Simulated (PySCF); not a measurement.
Working out the ionisation energy of Cl

Cl [Ne] 3s2 3p5 (2P) → Cl⁺ [Ne] 3s2 3p4 (3P). Calculation: PySCF 2.14, in x2c-TZVPall (5s5p2d1f, 37 functions); the spin-free X2C one-electron Hamiltonian (Gaussian nucleus). Frozen: [Ne]. Energies in hartree (1 hartree = 27.21139 eV):

| part | Cl (lower) | Cl⁺ (upper) |
| --- | --- | --- |
| UHF | -460.887784 | -460.455614 |
| CCSD correlation | -0.179326 | -0.146269 |
| (T) | -0.005644 | -0.004302 |

Problem. What does Hartree-Fock give?

Solution. (-460.455614) − (-460.887784) = 0.432170 hartree = 11.760 eV.

Problem. What do CCSD and CCSD(T) give?

Solution. The CCSD correlation energies differ by 0.033057 hartree = 0.900 eV and the triples by 0.001342 hartree = 0.037 eV, so CCSD gives 12.660 eV and CCSD(T) 12.697 eV.

Measured between the centres of the two terms (NIST): 12.974 eV, so CCSD(T) (valence) is off by -0.277 eV.

What remains against the reference includes basis incompleteness, the frozen core and higher excitations.
